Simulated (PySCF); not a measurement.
**Complex of fluorine and hydrogen fluoride**

A complex built from fluorine and hydrogen fluoride; neutral, singlet.

| part | name | SMILES | atoms | charge | multiplicity |
| --- | --- | --- | --- | --- | --- |
| 1 | fluorine | FF | 1–2 | 0 | 1 |
| 2 | hydrogen fluoride | F | 3–4 | 0 | 1 |

Coordinates in Å:
```
F1      0.720    0.051    0.005
F2     -0.658    0.067    0.007
F3      1.560    2.925    0.164
H4      1.277    2.049    0.116
```

In these coordinates F1···H4 is 2.078 Å. Part 2 is then moved rigidly along that line, all else held; at short range other atoms may come into contact.

The starting structure comes from a short search with a few starts; no frequency run checks that it is a minimum, and another way of binding may lie lower.

Level of theory: CCSD(T)/aug-cc-pVDZ and MP2/aug-cc-pVTZ counterpoise interaction energy, frozen core, gas phase, in PySCF 2.14.0. Geometry: PBE0-D3(BJ)/def2-SVPD.

Counterpoise energies in kJ/mol, cluster less the parts frozen as they stand in it; small is aug-cc-pVDZ, large aug-cc-pVTZ. Estimated limit: HF in aug-cc-pVTZ, MP2 correlation extrapolated as X⁻³ from aug-cc-pVDZ and aug-cc-pVTZ, and CCSD(T) less MP2 in aug-cc-pVDZ; it isn't the exact limit.

Question: How do the values run over the points 1.870, 1.974, 2.078, 2.286, 2.597, 3.117, 4.156?

Answer: 
```tsv
F1···H4 (Å)	HF large	MP2 large	SCS-MP2 large	CCSD(T) small	CCSD(T) limit est.
1.870	3.2	-1.2	0.1	-0.9	-1.8
1.974	1.2	-2.5	-1.4	-2.5	-3.0
2.078	0.1	-3.1	-2.2	-3.2	-3.5
2.286	-0.9	-3.1	-2.6	-3.3	-3.4
2.597	-1.0	-2.4	-2.0	-2.4	-2.5
3.117	-0.6	-1.2	-1.1	-1.2	-1.3
4.156	-0.2	-0.3	-0.3	-0.3	-0.3
```

The 7 runs took 110 s in all, one thread each of AMD EPYC 9R45 96-Core on a shared host, launched as `OMP_NUM_THREADS=1 python cluster_run.py task.json out`.
